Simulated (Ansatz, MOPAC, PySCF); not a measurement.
# Equilibrium lattice constant a of diamond: levels of theory against measurement

Reference value: 3.553 Å (measured, static lattice: zero-point anharmonic expansion removed, our sources range from 3.543 to 3.555; as tabulated in Mejia-Rodriguez and Trickey (2018), arXiv:1807.09216).

What do AM1 semi-empirical Hartree-Fock (MOPAC), LDA, PBE, PBE-D3(BJ), HSE06, MP2 give, and how far is each from the reference?


```csv
level (code),value (Å),error (%)
AM1 semi-empirical Hartree-Fock (MOPAC),3.563,+0.28
LDA (Ansatz),3.532,-0.59
PBE (Ansatz),3.572,+0.53
PBE-D3(BJ) (Ansatz),3.557,+0.11
HSE06 (Ansatz),3.546,-0.20
MP2 (PySCF),3.534 ± 0.02,-0.53
```

Once the reference is moved by up to 0.28 % (a margin picked here for doubts on the reference and the settings) and values within 0.10 % count as equal, the nearest can be PBE-D3(BJ) (+0.11 %), HSE06 (-0.20 %) or AM1 semi-empirical Hartree-Fock (MOPAC) (+0.28 %). By the same margin the farthest can be LDA (-0.59 %), MP2 (-0.53 %) or PBE (+0.53 %). Within 2 %: AM1 semi-empirical Hartree-Fock (MOPAC), LDA, PBE, PBE-D3(BJ), HSE06, MP2.

A ± on a computed value is a rough bar: the spread of its extrapolation, a floor set from checks against published values, or a statistical error. AM1 semi-empirical Hartree-Fock (MOPAC): the method was fitted mainly to molecules. AM1 semi-empirical Hartree-Fock (MOPAC): the run uses a supercell at the zone centre in place of a k mesh. Cutoffs and k meshes differ between the levels. Ansatz's density-functional and Hartree–Fock values are scalar-relativistic unless marked +SOC, with PAW data made under PBE.

Differences are worked out from the printed values.

Ansatz is a program for electronic structure.
